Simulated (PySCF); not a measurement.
# Potential energy of LiF along the bond

Set-up: basis Li jorge-DZP-DKH, F jorge-DZP-DKH; spin-free X2C with a Gaussian nucleus; PySCF 2.14. Energies in eV from Li + F in their ground configurations at the same level. State: ¹Σ⁺ (singlet), closed shell.

All columns are BHandHLYP. A positive dipole means Li(−)F(+).

```json
{"R (Å)": "1.384", "E (eV)": "-4.746", "μ (D)": "-5.89", "Mulliken charge on Li (basis-dependent)": "0.65", "HOMO (eV)": "-10.30", "LUMO (eV)": "-0.90", "Mayer bond order": "0.65", "⟨S²⟩": "0.00"}
{"R (Å)": "1.448", "E (eV)": "-5.036", "μ (D)": "-6.12", "Mulliken charge on Li (basis-dependent)": "0.64", "HOMO (eV)": "-10.07", "LUMO (eV)": "-0.93", "Mayer bond order": "0.66", "⟨S²⟩": "0.00"}
{"R (Å)": "1.512", "E (eV)": "-5.192", "μ (D)": "-6.35", "Mulliken charge on Li (basis-dependent)": "0.64", "HOMO (eV)": "-9.86", "LUMO (eV)": "-0.97", "Mayer bond order": "0.68", "⟨S²⟩": "0.00"}
{"R (Å)": "1.561", "E (eV)": "-5.242", "μ (D)": "-6.52", "Mulliken charge on Li (basis-dependent)": "0.64", "HOMO (eV)": "-9.71", "LUMO (eV)": "-1.00", "Mayer bond order": "0.68", "⟨S²⟩": "0.00"}
{"R (Å)": "1.609", "E (eV)": "-5.249", "μ (D)": "-6.70", "Mulliken charge on Li (basis-dependent)": "0.63", "HOMO (eV)": "-9.56", "LUMO (eV)": "-1.03", "Mayer bond order": "0.69", "⟨S²⟩": "0.00"}
{"R (Å)": "1.657", "E (eV)": "-5.221", "μ (D)": "-6.87", "Mulliken charge on Li (basis-dependent)": "0.63", "HOMO (eV)": "-9.41", "LUMO (eV)": "-1.06", "Mayer bond order": "0.69", "⟨S²⟩": "0.00"}
{"R (Å)": "1.722", "E (eV)": "-5.144", "μ (D)": "-7.10", "Mulliken charge on Li (basis-dependent)": "0.63", "HOMO (eV)": "-9.23", "LUMO (eV)": "-1.10", "Mayer bond order": "0.70", "⟨S²⟩": "0.00"}
{"R (Å)": "1.802", "E (eV)": "-5.001", "μ (D)": "-7.40", "Mulliken charge on Li (basis-dependent)": "0.63", "HOMO (eV)": "-9.00", "LUMO (eV)": "-1.16", "Mayer bond order": "0.70", "⟨S²⟩": "0.00"}
{"R (Å)": "1.899", "E (eV)": "-4.785", "μ (D)": "-7.76", "Mulliken charge on Li (basis-dependent)": "0.63", "HOMO (eV)": "-8.74", "LUMO (eV)": "-1.23", "Mayer bond order": "0.69", "⟨S²⟩": "0.00"}
{"R (Å)": "2.027", "E (eV)": "-4.455", "μ (D)": "-8.25", "Mulliken charge on Li (basis-dependent)": "0.64", "HOMO (eV)": "-8.42", "LUMO (eV)": "-1.33", "Mayer bond order": "0.68", "⟨S²⟩": "0.00"}
```

A fit through these points gives, at Re = 1.593 Å, μ = -6.64 D and dμ/dR = -3.59 D/Å; the reduced mass is 5.124 u.

Q: How strong is the fundamental in the double-harmonic approximation, I = 42.26·(dμ/dR)²/μred km/mol?

A: I = 42.26·(-3.59)²/5.124 = 106 km/mol at BHandHLYP.
